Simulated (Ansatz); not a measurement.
A made-up structure of CH₃ClSi, closed shell:

C1  (-0.708, 0.277, -0.632)
Si2  (0.504, -0.076, 0.489)
Cl3  (1.318, -1.920, 0.728)
H4  (-1.137, -0.455, -1.303)
H5  (0.777, 1.288, 0.772)
H6  (1.117, 0.886, 1.420)
(Å)

It is relaxed with PBE-D4/def2-SVP and then PBE0-D4/def2-TZVP (Ansatz 0.2.0). Atoms count as bonded within 1.22 times the sum of their covalent radii (H–H: 0.88 Å). The end point is not checked to be a true minimum.

(1) Does its bonding change? (Judge from chemistry; the calculation decides.)

## Answers

(1) By the calculation: Yes. Formed: C1–H5; broken: Si2–H5, H5–H6.

Where it ends: The first stage lowers the energy by 5.93 eV in 17 steps. It ends as CH₃ClSi ([CH2][SiH][Cl]):
```xyz
6
angstrom
C -0.3105 0.4221 -0.3973
Si 0.7650 -0.1860 0.7538
Cl 1.3466 -2.1290 0.8448
H -0.7686 -0.1798 -1.1712
H -0.5706 1.4746 -0.3776
H 1.4089 0.5979 1.8209
```

Labels in which every atom is bracketed show which atoms are joined, not bond orders.

For scale, one of the runs: PBE0-D4/def2-TZVP relaxation, 123 basis functions, launched by `ansatz run in.yaml --threads 2 --pin off --events-out ev --progress --plain --max-ram 4352MiB`. The run took about 15 s on 2 CPU threads of an Arm Neoverse V1 (shared host).
